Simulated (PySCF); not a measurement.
# Bond length, frequency and bond energy of O₂ by level of theory

State: triplet, unpaired electrons π ↑↑. Set-up: O def2-TZVPPD; no relativity (PySCF 2.14). De refers to O + O in their high-spin ground configurations, without counterpoise correction. The functionals are run spin-unrestricted.

| Level | Re (Å) | ωe (cm⁻¹) | De (eV) | CPU s a point (SCF and correlation, without the integrals) |
| --- | --- | --- | --- | --- |
| UHF | 1.159 | 1964 | 1.54 | 0.67 |
| UHF-MP2 | 1.223 | 1465 | 5.47 | 1.1 |
| UHF-SCS-MP2 | 1.210 | 1559 | 4.97 | n/a |
| UHF-CCSD | 1.201 | 1664 | 4.62 | n/a |
| UHF-CCSD(T) | 1.212 | 1581 | 4.94 | 30 |
| LDA | 1.203 | 1622 | n/a | 0.57 |
| PBE | 1.218 | 1555 | 6.22 | 0.82 |
| BLYP | 1.229 | 1493 | 5.88 | 0.54 |
| r²SCAN | 1.206 | 1623 | 5.62 | 1.1 |
| M06-L | 1.205 | 1648 | 5.37 | 1.1 |
| PBE0 | 1.193 | 1713 | 5.39 | 1.7 |
| HSE06 | 1.193 | 1708 | 5.34 | 1.5 |
| M06-2X | 1.188 | 1764 | 5.32 | 1.4 |
| B2PLYP | 1.214 | 1540 | 5.30 | 1.3 |

Task: Which functional lies closest to UHF-CCSD(T) in De, which farthest, and by how much do they differ from it?

Result: Closest is B2PLYP (+0.2 pm in Re, -2.6 % in ωe, +0.36 eV in De against UHF-CCSD(T) in the same basis), farthest PBE (+0.6 pm in Re, -1.6 % in ωe, +1.28 eV in De). CCSD(T) converges more slowly with the basis than the functionals do and binds too weakly in this one, so the order can change at the basis-set limit.

Task: What does second-order correlation do here, going from UHF to UHF-MP2?

Result: UHF-MP2 less UHF: +6.4 pm in Re, -25.4 % in ωe, +3.93 eV in De. Correlation nearly always deepens the well. The bond lengthens, as in strong covalent bonds, where excitations into antibonding orbitals dominate.

Task: What does all correlation do here, going from UHF to UHF-CCSD(T)?

Result: UHF-CCSD(T) less UHF: +5.3 pm in Re, -19.5 % in ωe, +3.40 eV in De. Correlation nearly always deepens the well. The bond lengthens, as in strong covalent bonds, where excitations into antibonding orbitals dominate.

Measured (Huber and Herzberg, Constants of Diatomic Molecules (1979)): Re = 1.20752 Å, ωe = 1580.193 cm⁻¹.

Correlated steps freeze 2 core orbitals. B2PLYP dipoles, levels and charges come from its SCF part alone. The state is the lowest determinant that a PBE0 search found; another state may lie lower at other levels.

The whole job (state search and all levels along the bond) took about 7 min on 1 thread of Intel Xeon Platinum 8259CL @ 2.50GHz (shared host), peak memory 2.3 GiB.
